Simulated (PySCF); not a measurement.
Compound: C4H3NO.
Atom-mapped SMILES: `[CH2:1]=[CH:2][C:3](=[O:4])[C:5]#[N:6]` (hydrogens: H7, H8 on C1; H9 on C2)

Level of theory: EOM-IP-CCSD/aug-cc-pVDZ in PySCF, restricted Hartree–Fock reference, 6 core orbitals frozen, non-relativistic, gas phase, PBE0-D3(BJ)/def2-SVP geometry.

Hartree–Fock orbital energies give these Koopmans values (eV): HOMO 11.44, HOMO-1 13.16, HOMO-2 13.35, HOMO-3 13.66, HOMO-4 15.70, HOMO-5 16.24, HOMO-6 16.50, HOMO-7 17.59.

**Question.** What vertical ionisation energies does EOM-IP-CCSD give?

**Answer.** 
| leading hole (HF orbital) | Koopmans (eV) | EOM-IP-CCSD (eV) | change (eV) | one-hole share |
| --- | --- | --- | --- | --- |
| HOMO-1 | 13.16 | 11.05 | -2.11 | 0.94 |
| HOMO | 11.44 | 11.41 | -0.03 | 0.96 |
| HOMO-2 | 13.35 | 13.16 | -0.19 | 0.95 |
| HOMO-3 | 13.66 | 13.33 | -0.33 | 0.95 |
| HOMO-5 | 16.24 | 13.79 | -2.45 | 0.92 |
| HOMO-4 | 15.70 | 14.42 | -1.28 | 0.95 |
| HOMO-6 | 16.50 | 15.58 | -0.92 | 0.91 |
| HOMO-7 | 17.59 | 15.90 | -1.69 | 0.94 |

**Question.** Does the order of the lines follow the orbital energies?

**Answer.** No: the HOMO-1 hole (11.05 eV) falls below the HOMO hole (11.41 eV); the HOMO-5 hole (13.79 eV) falls below the HOMO-4 hole (14.42 eV). The corrections run from -2.45 to -0.03 eV, with a mean of -1.12 eV over the 8 lines; no line lies above its Koopmans value. Koopmans values leave out both the relaxation of the orbitals and the change in correlation energy.

**Question.** At what kinetic energies would He I light (21.22 eV) eject these electrons?

**Answer.** 10.17 eV (HOMO-1), 9.81 eV (HOMO), 8.06 eV (HOMO-2), 7.89 eV (HOMO-3), 7.43 eV (HOMO-5), 6.80 eV (HOMO-4), 5.64 eV (HOMO-6), 5.32 eV (HOMO-7).

One root was sought for each valence orbital with −ε under 21 eV, eight at most, so deeper holes and satellites are missing; no vibrational structure.

Hardware: an Arm Neoverse V1 with one thread, no GPU (shared host). Cost: 7.6 min of wall time.

The values belong to the conformer `[CH2:1]=[CH:2][C:3](=[O:4])[C:5]#[N:6]`: C1–C2–C3–O4 1°.
